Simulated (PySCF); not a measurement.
**N: ionisation energy**

N [He] 2s2 2p3 (4S) → N⁺ [He] 2s2 2p2 (3P), as a difference of total energies. Computed with PySCF 2.14 in aug-cc-pVDZ (4s3p2d, 23 functions), with no relativity, point nucleus. Correlated levels: valence: 1s2 frozen. The calculations carry no spin-orbit coupling.

```csv
method,ionisation energy (eV),error (eV)
UHF,13.930,-0.615
BP86,14.790,+0.245
r2SCAN,14.850,+0.305
MP2 (valence),14.478,-0.067
SCS-MP2 (valence),14.260,-0.285
CCSD (valence),14.346,-0.199
CCSD(T) (valence),14.357,-0.188
```

Reference: 14.545 eV (measured; NIST levels, between the centres of gravity of the two terms).

Errors of the correlated levels include the incompleteness of this basis and the frozen core.
